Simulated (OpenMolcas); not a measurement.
# A workflow on CH3BCl (SMILES C[B]Cl)

We compute the energy (ROHF/ANO-RCC-MB), then a single-point energy (CASSCF(3,3)/ANO-RCC-VDZP), then an energy scan (CASPT2(3,3)/ANO-RCC-VDZP), then the energy along one coordinate (SC-NEVPT2(3,3)/ANO-RCC-VDZP), then an energy scan (MC-PDFT[tPBE](3,3)/ANO-RCC-VDZP) of CH3BCl. 

Program for the calculation: OpenMolcas 26.06.

**1. Starting point**

The species is CH3BCl (6 atoms), meant as a doublet with charge 0. As SMILES, `C[B]Cl`. Geometry: relaxed at PBE0-D4/def2-TZVP.

Bond lengths: C1–B2 1.544 Å, B2–Cl3 1.727 Å, C1–H4 1.099 Å, C1–H5 1.095 Å, C1–H6 1.091 Å. Angles: C1–B2–Cl3 126.1°, B2–C1–H4 106.5°, B2–C1–H5 113.2°, B2–C1–H6 113.0°, H4–C1–H5 107.2°, H4–C1–H6 106.6°, H5–C1–H6 109.9°.

**2. The energy at ROHF/ANO-RCC-MB (DKH2) (run 1)**

Contents of coord.xyz:

```xyz
6

C     -0.289900     0.325200    -0.312400
B      0.195300    -1.059500     0.167700
Cl     1.467800    -1.355700     1.297800
H     -1.073500     0.641700     0.390700
H      0.494200     1.088800    -0.289700
H     -0.752000     0.295400    -1.300400
```

Contents of step1.inp:

```
&GATEWAY
  COORD=coord.xyz
  BASIS=ANO-RCC-MB
  GROUP=NoSym

&SEWARD

&SCF
  UHF
  SPIN=2
  PRORBITALS=0

&RASSCF
  FILEORB=$Project.UnaOrb
  SPIN=2
  NACTEL=1 0 0
  INACTIVE=15
  RAS2=1
  OUTORBITALS=Canonical
  ORBLISTING=Nothing
```

The run is started by

```console
export MOLCAS_MEM=1860
pymolcas step1.inp > step1.log
```

Output:

```text
--- Start Module: gateway ---
[...]
--- Stop Module: gateway /rc=_RC_ALL_IS_WELL_ ---
[...]
      Basis functions           22
[...]
--- Start Module: scf ---
[...]
       Convergence after  13 Iterations
[...]
::    Total SCF energy                               -525.1072613445
[...]
      Total spin, S                                     0.5011726086
[...]
--- Stop Module: scf /rc=_RC_ALL_IS_WELL_ ---
--- Start Module: rasscf ---
[...]
      Number of active orbitals                  1
[...]
      Spin quantum number                      0.5
[...]
      Active orbitals                            1
[...]
      Number of CSFs                             1
[...]
      Number of root(s) required                 1
[...]
      Convergence after  7 iterations
[...]
      printout of CI-coefficients larger than  0.05 for root  1
      energy=    -525.106819
      conf/sym  1     Coeff  Weight
             1  u   1.00000 1.00000
      Natural orbitals and occupation numbers for root  1
      sym 1:   1.000000
      ************************************************************************************************************************
      *                                                    Final results                                                     *
[...]
::    RASSCF root number  1 Total energy:   -525.10681923
[...]
      Total electronic charge=   31.000000
      Total            charge=   -0.000000
[...]
      Dipole Moment (debye):
      Origin of the operator (angstrom)=    0.7976   -0.8709    0.6930
                   X= -1.1524E+00               Y=  9.5312E-01               Z= -9.0099E-01           Total=  1.7459E+00
      Quadrupole Moment (debye*angstrom):
[...]
--- Stop Module: rasscf /rc=_RC_ALL_IS_WELL_ ---
[...]
```

Wall time 2.1 s (1 thread of Intel Xeon 6975P-C (Granite Rapids), shared host); peak memory 0.38 GiB.

**3. The energy at CASSCF(3,3)/ANO-RCC-VDZP (DKH2) (run 2)**

coord.xyz is that of step 2.

Contents of step2.input:

```
&GATEWAY
  Coord = coord.xyz
  Basis = ANO-RCC-MB
  Group = NoSym

&SEWARD

&RASSCF
  FileOrb = $CurrDir/step1.RasOrb
  Alter = 2
  1 10 15
  1 17 18
  Spin = 2
  Nactel = 3 0 0
  Inactive = 14
  Ras2 = 3
  OrbListing = Nothing
>>> COPY $Project.RunFile RUNFIL1
>>> COPY $Project.RasOrb INPORB

&GATEWAY
  Coord = coord.xyz
  Basis = ANO-RCC-VDZP
  Group = NoSym

&SEWARD
>>> COPY $Project.RunFile RUNFIL2

&EXPBAS

&RASSCF
  FileOrb = $Project.ExpOrb
  Spin = 2
  Nactel = 3 0 0
  Inactive = 14
  Ras2 = 3
  OrbListing = Nothing
```

The run is started by

```console
export MOLCAS_MEM=1860
pymolcas step2.input > step2.log
```

Output:

```text
[...]
      Basis functions           22
[...]
      Number of active orbitals                  3
[...]
      Spin quantum number                      0.5
[...]
      Active orbitals                            3
[...]
      Number of CSFs                             8
[...]
      Number of root(s) required                 1
[...]
      Convergence after 17 iterations
[...]
      printout of CI-coefficients larger than  0.05 for root  1
      energy=    -525.114255
      conf/sym  111     Coeff  Weight
             1  2u0   0.99709 0.99419
             8  0u2   0.06888 0.00474
      Natural orbitals and occupation numbers for root  1
      sym 1:   1.988952   1.000176   0.010872
      ************************************************************************************************************************
      *                                                    Final results                                                     *
[...]
::    RASSCF root number  1 Total energy:   -525.11425461
[...]
      Basis functions           61
[...]
      Convergence after 23 iterations
[...]
      Natural orbitals and occupation numbers for root  1
      sym 1:   1.984609   1.000064   0.015327
      ************************************************************************************************************************
      *                                                    Final results                                                     *
[...]
::    RASSCF root number  1 Total energy:   -525.26469300
[...]
      Total electronic charge=   31.000000
      Total            charge=   -0.000000
[...]
      Dipole Moment (debye):
      Origin of the operator (angstrom)=    0.7976   -0.8709    0.6930
                   X= -6.7959E-01               Y=  1.0827E+00               Z= -5.8679E-01           Total=  1.4066E+00
      Quadrupole Moment (debye*angstrom):
[...]
```

Run time: 7.2 s. Hardware: 1 thread of Intel Xeon 6975P-C (Granite Rapids), shared host; peak memory 0.41 GiB.

**4. An energy scan at CASPT2(3,3)/ANO-RCC-VDZP (DKH2, ipea shift 0.25 Eh, pt2 variant SS) (run 3)**

Contents of step3.inp:

```
>>> COPY $CurrDir/step2.RasOrb $Project.RasOrb
>>> ForEach K in (1, 2, 3, 4, 5, 6, 7, 8, 9)
&GATEWAY
Coord=$CurrDir/point$K.xyz
Basis=ANO-RCC-VDZP
Group=NoSym
&SEWARD
&RASSCF
FileOrb=$Project.RasOrb
Spin=2
Nactel=3 0 0
Inactive=14
Ras2=3
OrbListing=Nothing
&CASPT2
Imaginary=0.2
Frozen=7
>>> EndDo
```

The run is started by

```console
export MOLCAS_MEM=1860
pymolcas step3.inp > step3.log
```

Output:

```text
[...]
      Basis functions           61
[...]
      Number of active orbitals                  3
[...]
      Spin quantum number                      0.5
[...]
      Active orbitals                            3
[...]
      Number of CSFs                             8
[...]
      Number of root(s) required                 1
[...]
      Convergence after 43 iterations
[...]
      printout of CI-coefficients larger than  0.05 for root  1
      energy=    -525.240387
      conf/sym  111     Coeff  Weight
             1  2u0   0.99634 0.99269
             8  0u2   0.08465 0.00716
      Natural orbitals and occupation numbers for root  1
      sym 1:   1.985477   1.000039   0.014484
      ************************************************************************************************************************
      *                                                    Final results                                                     *
[...]
::    RASSCF root number  1 Total energy:   -525.24038671
[...]
::    CASPT2 Root  1     Total energy:   -525.58541469
[...]
      Convergence after 23 iterations
[...]
      Natural orbitals and occupation numbers for root  1
      sym 1:   1.984621   1.000064   0.015315
      ************************************************************************************************************************
      *                                                    Final results                                                     *
[...]
      Convergence after 16 iterations
[...]
      Convergence after 23 iterations
[...]
      Convergence after 21 iterations
[...]
::    RASSCF root number  1 Total energy:   -525.14366780
[...]
::    CASPT2 Root  1     Total energy:   -525.46221025
[...]
      Convergence after 21 iterations
[...]
::    RASSCF root number  1 Total energy:   -525.14298280
[...]
::    CASPT2 Root  1     Total energy:   -525.46057001
[...]
```

Run time: 47 s. Hardware: 1 thread of Intel Xeon 6975P-C (Granite Rapids), shared host; peak memory 0.41 GiB.

The scan, from its lowest point:

| Cl3–B2 (Å) | energy (kJ/mol) |
| --- | --- |
| 1.555 | 56.2 |
| 1.727 | 0.0 |
| 1.900 | 18.6 |
| 2.159 | 95.2 |
| 2.505 | 205.3 |
| 2.937 | 309.6 |
| 3.455 | 368.4 |
| 4.146 | 379.7 |
| 5.182 | 384.0 |

**5. An energy scan at SC-NEVPT2(3,3)/ANO-RCC-VDZP (DKH2, pt2 variant SC-NEVPT2) (run 4)**

Contents of step4.input:

```
* CH3BCl NEVPT2
>>> EXPORT MOLCAS_PRINT=2
>>> COPY $CurrDir/step2.RasOrb $Project.RasOrb
>>> ForEach K in (1, 2, 3, 4, 5, 6, 7, 8, 9)

&GATEWAY
  Coord=$CurrDir/point$K.xyz
  Basis=ANO-RCC-VDZP
  Group=NoSym

&SEWARD

&RASSCF
  FileOrb=$Project.RasOrb
  Spin=2
  Nactel=3 0 0
  Inactive=14
  Ras2=3
  OrbListing=Nothing

&CASPT2
  SC-NEVPT2
  Frozen=7
>>> EndDo
```

The run is started by

```console
export MOLCAS_MEM=1860
pymolcas step4.input > step4.log
```

Output:

```text
[...]
      Basis functions           61
[...]
      Number of active orbitals                  3
[...]
      Spin quantum number                      0.5
[...]
      Active orbitals                            3
[...]
      Number of CSFs                             8
[...]
      Number of root(s) required                 1
[...]
      Convergence after 43 iterations
[...]
      printout of CI-coefficients larger than  0.05 for root  1
      energy=    -525.240387
      conf/sym  111     Coeff  Weight
             1  2u0   0.99634 0.99269
             8  0u2   0.08465 0.00716
      Natural orbitals and occupation numbers for root  1
      sym 1:   1.985477   1.000039   0.014484
      ************************************************************************************************************************
      *                                                    Final results                                                     *
[...]
::    RASSCF root number  1 Total energy:   -525.24038671
[...]
::    SC-NEVPT2 Root  1     Total energy:   -525.58370593
[...]
      Convergence after 23 iterations
[...]
      Natural orbitals and occupation numbers for root  1
      sym 1:   1.984621   1.000064   0.015315
      ************************************************************************************************************************
      *                                                    Final results                                                     *
[...]
      Convergence after 16 iterations
[...]
      Convergence after 23 iterations
[...]
      Convergence after 21 iterations
[...]
::    RASSCF root number  1 Total energy:   -525.14366780
[...]
::    SC-NEVPT2 Root  1     Total energy:   -525.45671344
[...]
      Convergence after 21 iterations
[...]
::    RASSCF root number  1 Total energy:   -525.14298280
[...]
::    SC-NEVPT2 Root  1     Total energy:   -525.45532904
[...]
```

Wall time 47 s (1 thread of Intel Xeon 6975P-C (Granite Rapids), shared host); peak memory 0.41 GiB.

The scan, from its lowest point:

| Cl3–B2 (Å) | energy (kJ/mol) |
| --- | --- |
| 1.555 | 60.8 |
| 1.727 | 0.0 |
| 1.900 | 20.9 |
| 2.159 | 98.0 |
| 2.505 | 208.7 |
| 2.937 | 318.1 |
| 3.455 | 384.4 |
| 4.146 | 394.3 |
| 5.182 | 397.9 |

**6. The energy along one coordinate at MC-PDFT[tPBE](3,3)/ANO-RCC-VDZP (DKH2) (run 5)**

Contents of step5.input:

```
>>> COPY $CurrDir/step2.RasOrb $Project.RasOrb
>>> ForEach K in (1, 2, 3, 4, 5, 6, 7, 8, 9)

&GATEWAY
  COORD
  $CurrDir/point$K.xyz
  BASIS
  ANO-RCC-VDZP
  GROUP
  NoSym

&SEWARD

&RASSCF
  FILEORB
  $Project.RasOrb
  SPIN
  2
  NACTEL
  3 0 0
  INACTIVE
  14
  RAS2
  3
  ORBLISTING
  Nothing

&MCPDFT
  KSDFT
  T:PBE
>>> EndDo
```

The run is started by

```console
export MOLCAS_MEM=1860
pymolcas step5.input > step5.log
```

Output:

```text
[...]
      Basis functions           61
[...]
      Number of active orbitals                  3
[...]
      Spin quantum number                      0.5
[...]
      Active orbitals                            3
[...]
      Number of CSFs                             8
[...]
      Number of root(s) required                 1
[...]
      Convergence after 43 iterations
[...]
      printout of CI-coefficients larger than  0.05 for root  1
      energy=    -525.240387
      conf/sym  111     Coeff  Weight
             1  2u0   0.99634 0.99269
             8  0u2   0.08465 0.00716
      Natural orbitals and occupation numbers for root  1
      sym 1:   1.985477   1.000039   0.014484
      ************************************************************************************************************************
      *                                                    Final results                                                     *
[...]
::    RASSCF root number  1 Total energy:   -525.24038671
[...]
::    MCPDFT root number  1 Total energy:   -526.07789545
[...]
      Convergence after 23 iterations
[...]
      Natural orbitals and occupation numbers for root  1
      sym 1:   1.984621   1.000064   0.015315
      ************************************************************************************************************************
      *                                                    Final results                                                     *
[...]
      Convergence after 16 iterations
[...]
      Convergence after 23 iterations
[...]
      Convergence after 21 iterations
[...]
::    RASSCF root number  1 Total energy:   -525.14366780
[...]
::    MCPDFT root number  1 Total energy:   -525.94341210
[...]
      Convergence after 21 iterations
[...]
::    RASSCF root number  1 Total energy:   -525.14298280
[...]
::    MCPDFT root number  1 Total energy:   -525.94211994
[...]
```

Run time: 49 s. Hardware: 1 thread of Intel Xeon 6975P-C (Granite Rapids), shared host; peak memory 0.41 GiB.

The scan, from its lowest point:

```
Cl3–B2 (Å)  energy (kJ/mol)
     1.555             51.0
     1.727              0.0
     1.900             20.0
     2.159             95.5
     2.505            202.0
     2.937            304.8
     3.455            390.3
     4.146            404.1
     5.182            407.5
```

**7. Summary of results**

| quantity | value |
| --- | --- |
| run 1, ROHF/ANO-RCC-MB: total energy | -525.10682 Eh |
| run 1, ROHF/ANO-RCC-MB: dipole moment | 1.75 D |
| run 2, CASSCF(3,3)/ANO-RCC-VDZP: total energy | -525.26469 Eh |
| run 2, CASSCF(3,3)/ANO-RCC-VDZP: dipole moment (CASSCF density) | 1.41 D |
| run 3, CASPT2(3,3)/ANO-RCC-VDZP: lowest energy of the scan | -525.60682 Eh |
| run 4, SC-NEVPT2(3,3)/ANO-RCC-VDZP: lowest energy of the scan | -525.60688 Eh |
| run 5, MC-PDFT[tPBE](3,3)/ANO-RCC-VDZP: lowest energy of the scan | -526.09732 Eh |

Mulliken charges (run 1, ROHF/ANO-RCC-MB) run from -0.67 on C1 to +0.33 on B2. Mulliken charges (run 2, CASSCF(3,3)/ANO-RCC-VDZP) run from -0.17 on Cl3 to +0.18 on C1. The run (run 3, CASPT2(3,3)/ANO-RCC-VDZP) may have ended on a state above the lowest. The run (run 4, SC-NEVPT2(3,3)/ANO-RCC-VDZP) may have ended on a state above the lowest. The run (run 5, MC-PDFT[tPBE](3,3)/ANO-RCC-VDZP) may have ended on a state above the lowest.
